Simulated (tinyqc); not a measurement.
Worked calculation: CID on RHF in the sto-3g basis, frozen core, for LiH, spin multiplicity 1. Computed by tinyqc, a small Python program that keeps every step (integrals from PySCF). Settings: charge = 0, multiplicity = 1, basis = sto-3g, method = RHF, frozen orbitals = 1, energy threshold = 1e-10, iteration cap = 82, orthogonalisation = canonical, start = Wolfsberg-Helmholz matrix, DIIS depth = 6, ci = CID, davidson = 1. Command: `OMP_NUM_THREADS=1 python tinyqc.py 21801 21802 out.jsonl` (the two numbers bound the seeds that draw the settings). One thread of a shared host (Intel(R) Xeon(R) Processor @ 2.60GHz), about 0.1 s of CPU time with the checks. The early iterations of the SCF are left out here.

## One-electron integrals

Geometry (angstrom):
```
atom,x,y,z
Li,0.000000,0.000000,0.000000
H,0.000000,0.000000,1.986000
```

Basis sto-3g: exponents (1/bohr^2) and contraction coefficients of normalised primitives:
```
element,l (shell),exponent,coefficient
Li,s (1),16.119575,0.154329
Li,s (1),2.936201,0.535328
Li,s (1),0.794651,0.444635
Li,s (2),0.636290,-0.099967
Li,s (2),0.147860,0.399513
Li,s (2),0.048089,0.700115
Li,p (3),0.636290,0.155916
Li,p (3),0.147860,0.607684
Li,p (3),0.048089,0.391957
H,s (1),3.425251,0.154329
H,s (1),0.623914,0.535328
H,s (1),0.168855,0.444635
```

Overlap, kinetic and nuclear-attraction integrals over the contracted functions; the nuclear repulsion is the sum of Za Zb / Rab.

nuclear repulsion = 0.79936135 hartree

overlap S:
```
,1Li 1s,1Li 2s,1Li 2px,1Li 2py,1Li 2pz,2H 1s
1Li 1s,1.000000,0.241137,0.000000,0.000000,0.000000,0.028559
1Li 2s,0.241137,1.000000,0.000000,0.000000,0.000000,0.301899
1Li 2px,0.000000,0.000000,1.000000,0.000000,0.000000,0.000000
1Li 2py,0.000000,0.000000,0.000000,1.000000,0.000000,0.000000
1Li 2pz,0.000000,0.000000,0.000000,0.000000,1.000000,0.425305
2H 1s,0.028559,0.301899,0.000000,0.000000,0.425305,1.000000
```

kinetic energy T (hartree):
```
,1Li 1s,1Li 2s,1Li 2px,1Li 2py,1Li 2pz,2H 1s
1Li 1s,3.576786,-0.020237,0.000000,0.000000,0.000000,-0.009361
1Li 2s,-0.020237,0.102163,0.000000,0.000000,0.000000,0.020158
1Li 2px,0.000000,0.000000,0.319682,0.000000,0.000000,0.000000
1Li 2py,0.000000,0.000000,0.000000,0.319682,0.000000,0.000000
1Li 2pz,0.000000,0.000000,0.000000,0.000000,0.319682,0.074518
2H 1s,-0.009361,0.020158,0.000000,0.000000,0.074518,0.760032
```

nuclear attraction V (hartree):
```
,1Li 1s,1Li 2s,1Li 2px,1Li 2py,1Li 2pz,2H 1s
1Li 1s,-8.249335,-1.028595,0.000000,0.000000,-0.010454,-0.118491
1Li 2s,-1.028595,-1.457943,0.000000,0.000000,-0.099783,-0.501297
1Li 2px,0.000000,0.000000,-1.422418,0.000000,0.000000,0.000000
1Li 2py,0.000000,0.000000,0.000000,-1.422418,0.000000,0.000000
1Li 2pz,-0.010454,-0.099783,0.000000,0.000000,-1.500241,-0.714182
2H 1s,-0.118491,-0.501297,0.000000,0.000000,-0.714182,-2.025652
```

core Hamiltonian H = T + V (hartree):
```
,1Li 1s,1Li 2s,1Li 2px,1Li 2py,1Li 2pz,2H 1s
1Li 1s,-4.672549,-1.048832,0.000000,0.000000,-0.010454,-0.127852
1Li 2s,-1.048832,-1.355780,0.000000,0.000000,-0.099783,-0.481139
1Li 2px,0.000000,0.000000,-1.102737,0.000000,0.000000,0.000000
1Li 2py,0.000000,0.000000,0.000000,-1.102737,0.000000,0.000000
1Li 2pz,-0.010454,-0.099783,0.000000,0.000000,-1.180559,-0.639664
2H 1s,-0.127852,-0.481139,0.000000,0.000000,-0.639664,-1.265620
```

## Two-electron integrals

Functions are numbered as in S; the eight-fold symmetry (ij|kl) = (ji|kl) = (kl|ij) leaves the list below.

Two-electron integrals (ij|kl) in chemists' order, unique and non-zero (hartree):
```
i,j,k,l,(ij|kl)
1,1,1,1,1.680395
2,1,1,1,0.265420
2,1,2,1,0.049941
2,2,1,1,0.397727
2,2,2,1,0.092860
2,2,2,2,0.290562
3,1,3,1,0.008981
3,2,3,1,0.013788
3,2,3,2,0.064184
3,3,1,1,0.396640
3,3,2,1,0.092880
3,3,2,2,0.290497
3,3,3,3,0.312946
4,1,4,1,0.008981
4,2,4,1,0.013788
4,2,4,2,0.064184
4,3,4,3,0.016869
4,4,1,1,0.396640
4,4,2,1,0.092880
4,4,2,2,0.290497
4,4,3,3,0.279207
4,4,4,4,0.312946
5,1,5,1,0.008981
5,2,5,1,0.013788
5,2,5,2,0.064184
5,3,5,3,0.016869
5,4,5,4,0.016869
5,5,1,1,0.396640
5,5,2,1,0.092880
5,5,2,2,0.290497
5,5,3,3,0.279207
5,5,4,4,0.279207
5,5,5,5,0.312946
6,1,1,1,0.030177
6,1,2,1,0.005725
6,1,2,2,0.010909
6,1,3,3,0.010781
6,1,4,4,0.010781
6,1,5,1,0.000714
6,1,5,2,0.001392
6,1,5,5,0.011171
6,1,6,1,0.000723
6,2,1,1,0.098421
6,2,2,1,0.023388
6,2,2,2,0.081084
6,2,3,3,0.076511
6,2,4,4,0.076511
6,2,5,1,0.003685
6,2,5,2,0.025199
6,2,5,5,0.090155
6,2,6,1,0.003239
6,2,6,2,0.041958
6,3,3,1,0.001555
6,3,3,2,0.007990
6,3,5,3,0.003549
6,3,6,3,0.002469
6,4,4,1,0.001555
6,4,4,2,0.007990
6,4,5,4,0.003549
6,4,6,4,0.002469
6,5,1,1,0.130576
6,5,2,1,0.031267
6,5,2,2,0.111769
6,5,3,3,0.104074
6,5,4,4,0.104074
6,5,5,1,0.005673
6,5,5,2,0.038799
6,5,5,5,0.127050
6,5,6,1,0.004447
6,5,6,2,0.062470
6,5,6,5,0.093785
6,6,1,1,0.266279
6,6,2,1,0.064143
6,6,2,2,0.245787
6,6,3,3,0.224534
6,6,4,4,0.224534
6,6,5,1,0.010307
6,6,5,2,0.091013
6,6,5,5,0.288182
6,6,6,1,0.009062
6,6,6,2,0.164406
6,6,6,5,0.252430
6,6,6,6,0.774606
```

## Orthogonalisation

S = U s U^T; canonical form X = U s^(-1/2), so that X^T S X = 1. Each column of U has its largest component positive (the first on a tie).

eigenvalues of S: 0.464733  0.803023  1.000000  1.000000  1.180950  1.551294

X:
```
,1,2,3,4,5,6
1Li 1s,0.251730,0.773312,0.000000,0.000000,0.604772,0.194030
1Li 2s,-0.677163,-0.605315,0.000000,0.000000,0.477161,0.379810
1Li 2px,0.000000,0.000000,-0.528011,0.849238,0.000000,0.000000
1Li 2py,0.000000,0.000000,0.849238,0.528011,0.000000,0.000000
1Li 2pz,-0.794205,0.480904,0.000000,0.000000,-0.463157,0.415503
2H 1s,0.999547,-0.222727,0.000000,0.000000,-0.197054,0.538588
```

Within a degenerate level the vectors are fixed only up to a rotation; this is one choice.

## Iteration 9 (converged): orbitals

converged F (hartree):
```
,1Li 1s,1Li 2s,1Li 2px,1Li 2py,1Li 2pz,2H 1s
1Li 1s,-2.358210,-0.641615,0.000000,0.000000,0.014450,-0.078725
1Li 2s,-0.641615,-0.213616,0.000000,0.000000,-0.075099,-0.216407
1Li 2px,0.000000,0.000000,0.162229,0.000000,0.000000,0.000000
1Li 2py,0.000000,0.000000,0.000000,0.162229,0.000000,0.000000
1Li 2pz,0.014450,-0.075099,0.000000,0.000000,0.040032,-0.206925
2H 1s,-0.078725,-0.216407,0.000000,0.000000,-0.206925,-0.094843
```

Diagonalise F' = X^T F X, C = X C', fill 2 alpha and 2 beta electrons from the bottom; D = 2 C_occ C_occ^T. Each column has its largest component positive (the first on a tie).

F' = X^T F X (hartree):
```
,1,2,3,4,5,6
1,0.397160,-0.220029,0.000000,0.000000,-0.186973,-0.085083
2,-0.220029,-0.815714,0.000000,0.000000,-1.077343,-0.362256
3,0.000000,0.000000,0.162229,0.000000,0.000000,0.000000
4,0.000000,0.000000,0.000000,0.162229,0.000000,0.000000
5,-0.186973,-1.077343,0.000000,0.000000,-1.229762,-0.512691
6,-0.085083,-0.362256,0.000000,0.000000,-0.512691,-0.453741
```

orbital energies (hartree): MO1 -2.360709, MO2 -0.251329, MO3 0.073486, MO4 0.162229, MO5 0.162229, MO6 0.436496

coefficients C:
```
,MO1,MO2,MO3,MO4,MO5,MO6
1Li 1s,0.991431,-0.151610,-0.214025,0.000000,0.000000,0.114229
1Li 2s,0.033417,0.486616,0.798333,0.000000,0.000000,-0.567139
1Li 2px,0.000000,0.000000,0.000000,0.968158,0.250338,0.000000
1Li 2py,0.000000,0.000000,0.000000,-0.250338,0.968158,0.000000
1Li 2pz,-0.004681,0.332062,-0.599528,0.000000,0.000000,-0.882874
2H 1s,-0.000726,0.579953,-0.180496,0.000000,0.000000,1.004333
```

D after iteration 9:
```
,1Li 1s,1Li 2s,1Li 2px,1Li 2py,1Li 2pz,2H 1s
1Li 1s,2.011842,-0.081290,0.000000,0.000000,-0.109970,-0.177293
1Li 2s,-0.081290,0.475824,0.000000,0.000000,0.322860,0.564381
1Li 2px,0.000000,0.000000,0.000000,0.000000,0.000000,0.000000
1Li 2py,0.000000,0.000000,0.000000,0.000000,0.000000,0.000000
1Li 2pz,-0.109970,0.322860,0.000000,0.000000,0.220574,0.385167
2H 1s,-0.177293,0.564381,0.000000,0.000000,0.385167,0.672692
```

Within a degenerate level the vectors are fixed only up to a rotation; this is one choice.

## Convergence

Stop when the energy changes by less than 1e-10 hartree and every element of the error matrix X^T (F D S - S D F) X is below 3e-06.

Course of the cycle:
```
iteration,E (hartree),change,largest element of the error matrix
1,-7.81607413,-,4.43e-02
2,-7.82742444,-1.14e-02,2.60e-02
3,-7.83140997,-3.99e-03,1.25e-02
4,-7.83239608,-9.86e-04,1.32e-03
5,-7.83239719,-1.11e-06,5.92e-04
6,-7.83239790,-7.18e-07,1.09e-05
7,-7.83239790,-4.72e-10,7.77e-06
8,-7.83239791,-1.33e-10,1.10e-07
9,-7.83239791,-2.13e-14,1.57e-10
```

PySCF RHF in the same basis = -7.83239791 hartree

Converged in 9 iterations.

## Integrals over molecular orbitals

(pq|rs) = sum C_ip C_jq C_kr C_ls (ij|kl), one index at a time.

one-electron integrals over orbitals h = C^T H C (hartree):
```
,1,2,3,4,5,6
1,-4.663521,0.096845,0.162979,0.000000,0.000000,-0.050903
2,0.096845,-1.356200,0.020443,0.000000,0.000000,0.023695
3,0.162979,0.020443,-1.102094,0.000000,0.000000,0.023139
4,0.000000,0.000000,0.000000,-1.102737,0.000000,0.000000
5,0.000000,0.000000,0.000000,0.000000,-1.102737,0.000000
6,-0.050903,0.023695,0.023139,0.000000,0.000000,-1.002638
```

Two-electron integrals over orbitals (pq|rs), unique and non-zero (hartree); the lowest 1 orbital is frozen and left out:
```
p,q,r,s,(pq|rs)
2,2,2,2,0.461199
3,2,2,2,-0.056012
3,2,3,2,0.018365
3,3,2,2,0.215049
3,3,3,2,0.012569
3,3,3,3,0.331948
4,2,4,2,0.021664
4,3,4,2,0.019904
4,3,4,3,0.041336
4,4,2,2,0.251883
4,4,3,2,0.010956
4,4,3,3,0.280552
4,4,4,4,0.312946
5,2,5,2,0.021664
5,3,5,2,0.019904
5,3,5,3,0.041336
5,4,5,4,0.016869
5,5,2,2,0.251883
5,5,3,2,0.010956
5,5,3,3,0.280552
5,5,4,4,0.279207
5,5,5,5,0.312946
6,2,2,2,0.111797
6,2,3,2,-0.040903
6,2,3,3,-0.018310
6,2,4,4,-0.032243
6,2,5,5,-0.032243
6,2,6,2,0.128858
6,3,2,2,-0.055255
6,3,3,2,0.014577
6,3,3,3,0.036319
6,3,4,4,0.006161
6,3,5,5,0.006161
6,3,6,2,-0.036785
6,3,6,3,0.029066
6,4,4,2,-0.018915
6,4,4,3,-0.012581
6,4,6,4,0.019576
6,5,5,2,-0.018915
6,5,5,3,-0.012581
6,5,6,5,0.019576
6,6,2,2,0.433285
6,6,3,2,-0.047713
6,6,3,3,0.239032
6,6,4,4,0.261444
6,6,5,5,0.261444
6,6,6,2,0.108488
6,6,6,3,-0.045858
6,6,6,6,0.431135
```

## CID: determinants and Hamiltonian

one-electron integrals dressed by the frozen orbital, h + 2 (pq|11) - (p1|1q) (hartree):
```
,2,3,4,5,6
2,-0.712527,0.056012,0.000000,0.000000,-0.111797
3,0.056012,-0.338246,0.000000,0.000000,0.069608
4,0.000000,0.000000,-0.319872,0.000000,0.000000
5,0.000000,0.000000,0.000000,-0.319872,0.000000
6,-0.111797,0.069608,0.000000,0.000000,-0.301217
```

energy of the frozen orbital, 2 h_11 + (11|11) = -7.66790276 hartree

Hartree-Fock energy = -7.83239791 hartree

Slater-Condon rules over spin orbitals, with the nuclear repulsion and the energy of the frozen orbital added and E(HF) subtracted on the diagonal. Only determinants linked to the reference directly or through others are kept (one block of an abelian symmetry group), so some states are absent.

Occupation strings over the orbitals (2 doubly, a alpha, b beta, 0 empty; spin orbitals ordered 1a 1b 2a 2b ...): 220000 202000 20a00b 200200 200020 20b00a 200002

H - E(HF) between determinants (hartree):
```
,220000,202000,20a00b,200200,200020,20b00a,200002
220000,0.000000,0.018365,-0.040903,0.021664,0.021664,0.040903,0.128858
202000,0.018365,0.619312,0.105926,0.041336,0.041336,-0.105926,0.029066
20a00b,-0.040903,0.105926,0.563426,-0.012581,-0.012581,-0.029066,0.023749
200200,0.021664,0.041336,-0.012581,0.637058,0.016869,0.012581,0.019576
200020,0.021664,0.041336,-0.012581,0.016869,0.637058,0.012581,0.019576
20b00a,0.040903,-0.105926,-0.029066,0.012581,0.012581,0.563426,-0.023749
200002,0.128858,0.029066,0.023749,0.019576,0.019576,-0.023749,0.792558
```

## CID: roots

Diagonalise (each vector has its largest component positive (the first on a tie)); all determinants have Ms = 0, so triplets appear too. The lowest singlet root is the correlation energy.

lowest roots of this matrix, relative to E(HF) (hartree): -0.028647  0.443969  0.534360  0.620188  0.662611  0.737580  0.842775

lowest vectors:
```
,root 1,root 2,root 3,root 4
220000,0.980359,0.096244,0.000000,0.000000
202000,-0.043284,0.667475,0.000000,0.000000
20a00b,0.077036,-0.482741,0.707107,0.000000
200200,-0.021188,-0.198906,0.000000,0.707107
200020,-0.021188,-0.198906,0.000000,-0.707107
20b00a,-0.077036,0.482741,0.707107,0.000000
200002,-0.155745,-0.003114,0.000000,0.000000
```

<S^2> of these roots: 0.000000  0.000000  2.000000  0.000000  0.000000  0.000000  0.000000

weight of the ground state by excitation level 0, 1, 2, ...: 0.961103  0.000000  0.038897

## The lowest root by the Davidson method

Start from the reference; add the residual divided by (theta - H_ii), orthogonalised, at each step.

Davidson iterations:
```
iteration,subspace,lowest Ritz value (hartree),residual norm
1,1,0,1.46e-01
2,2,-0.02833982,1.28e-02
3,3,-0.02864227,1.66e-03
4,4,-0.02864653,4.95e-05
5,5,-0.02864653,7.49e-17
```
